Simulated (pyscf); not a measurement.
Structures and frequencies: ωB97X-D3(BJ)/def2-SVP in PySCF.

Q: `[NH2][Zr]([Cl])([Cl])[Cl]` + `[H]` [doublet] -> `[NH][Zr]([Cl])([Cl])[Cl]` [doublet] + `[H][H]`
Surface: doublet. Broken: H–N. Formed: H–H. Give ΔE‡ and ΔE from PBE/def2-TZVP, relative to the separated reactants.

A: ΔE‡ = 12.0 kcal/mol, ΔE = +10.8 kcal/mol. ωB97M-D3(BJ)/def2-TZVP gives 17.4 kcal/mol and +10.3 kcal/mol. Zero-point energy shifts the barrier by -1.3 kcal/mol. It is a hydrogen abstraction, with an imaginary mode of 1048i cm⁻¹. This is the saddle that the search found; another between the same sides may lie lower. The angle at the transferred H is 171°. Open-shell species with a d-block atom are single-reference here; other states, and whether the spin sits on metal or ligand, were not checked. Elements past Kr carry the def2 core potentials, without spin-orbit coupling.
